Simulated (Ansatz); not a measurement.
Geometry optimisation, Ansatz 0.2.0, RKS r2SCAN-D4/6-31G*.

The input (input.yaml):

```yaml
crystal:
  periodic: [false, false, false]
  atoms:
    - { symbol: F, position_ang: [-0.0666, -1.7629, 0.4499] }
    - { symbol: C, position_ang: [0.078, -0.4016, 0.6098] }
    - { symbol: C, position_ang: [0.5328, 0.3077, -0.4305] }
    - { symbol: "N", position_ang: [-0.6044, 0.5966, 0.0388] }
    - { symbol: H, position_ang: [0.782, -0.2275, -1.357] }
    - { symbol: H, position_ang: [-0.6798, 1.4236, 0.6429] }
basis:
  gaussian: { orbitals: "6-31G*" }
hamiltonian:
  xc: r2scan
  dispersion: d4
relax:
  f_tol: 0.02
  max_steps: 50
```

Launched with:

```bash
$ ansatz run input.yaml --threads 1 --pin off --max-ram 2048MiB --backend cpu --events-out ev --progress --plain --runs-dir out
```

**Question.** Where does it end, and by what steps?

**Answer.** The forces met the threshold. After 18 steps the energy has fallen by 2.392 eV; F1 moved furthest, 0.59 Å. The start is strongly strained (largest force component 11 eV/Å).

| step | energy less start (eV) | largest force component (eV/Å) | accepted |
| --- | --- | --- | --- |
| 0 | 0.0000 | 11.175 | yes |
| 1 | -1.1329 | 4.393 | yes |
| 2 | -1.6024 | 1.493 | yes |
| 3 | -1.8034 | 2.224 | yes |
| 4 | -1.9995 | 2.069 | yes |
| 5 | -2.1717 | 3.156 | yes |
| 6 | -2.3253 | 0.871 | yes |
| 7 | -2.3164 | 0.788 | no |
| 8 | -2.3645 | 0.359 | yes |
| 9 | -2.3689 | 0.530 | yes |
| 10 | -2.3780 | 0.200 | yes |
| 11 | -2.3788 | 0.498 | yes |
| 12 | -2.3854 | 0.164 | yes |
| 13 | -2.3880 | 0.098 | yes |
| 14 | -2.3898 | 0.161 | yes |
| 15 | -2.3911 | 0.116 | yes |
| 16 | -2.3916 | 0.058 | yes |
| 17 | -2.3917 | 0.026 | yes |
| 18 | -2.3917 | 0.006 | yes |

```xyz
6
Properties=species:S:1:pos:R:3
F -0.213 -1.647 1.010
C -0.052 -0.573 0.272
C 0.645 0.063 -0.598
N -0.813 0.579 0.066
H 1.053 0.233 -1.578
H -0.577 1.281 0.783
```

Whether the end is a true minimum wasn't checked by a vibrational analysis.

The run took 82 s on 1 thread of Intel(R) Xeon(R) Processor @ 2.50GHz (Skylake/Cascade Lake) (shared host), peak memory 0.15 GiB.
